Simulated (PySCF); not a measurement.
# Mayer bond orders and bond lengths

C₃H₂ClNO.
SMILES with atom numbers: `[Cl:1][c:2]1[cH:3][o:4][cH:5][n:6]1` (hydrogens: H7 on C3; H8 on C5)

Bond orders from the PBE0/pcSseg-1 density (PySCF). Isolated species at its GFN2-xTB geometry, gas phase.

Question: How far do the computed orders between heavy atoms stray from the drawn ones?

Answer: The largest departure is 0.454, at C3–O4 (drawn aromatic, 1.046), counting aromatic bonds as 1.5. The bonds drawn aromatic range from 1.05 to 1.69.

Question: Set the Mayer orders of the bonds beside their lengths.

Answer: 
```csv
bond,drawn as,length (Å),Mayer order
Cl1–C2,single,1.692,1.055
C2–C3,aromatic,1.366,1.540
C3–O4,aromatic,1.348,1.046
O4–C5,aromatic,1.334,1.126
C5–N6,aromatic,1.292,1.686
N6–C2,aromatic,1.364,1.264
C3–H7,single,1.069,0.982
C5–H8,single,1.071,0.964
```

Bonds between the same two heavy elements. C–O: lowest C3–O4 (1.046, 1.348 Å), highest O4–C5 (1.126, 1.334 Å). C–N: lowest N6–C2 (1.264, 1.364 Å), highest C5–N6 (1.686, 1.292 Å).

Question: Sum the orders of all bonds at each heavy atom with more than one neighbour and set the sums beside the valence in the SMILES.

Answer: C2 3.859 (drawn 4), C3 3.568 (drawn 4), O4 2.172 (drawn 2), C5 3.776 (drawn 4), N6 2.950 (drawn 3). Orders between atoms that aren't bonded are not in these sums.

For a closed shell the Mayer order of atoms A and B is Σ (PS)μν (PS)νμ over the basis functions μ on A and ν on B, with P the density and S the overlap matrix.
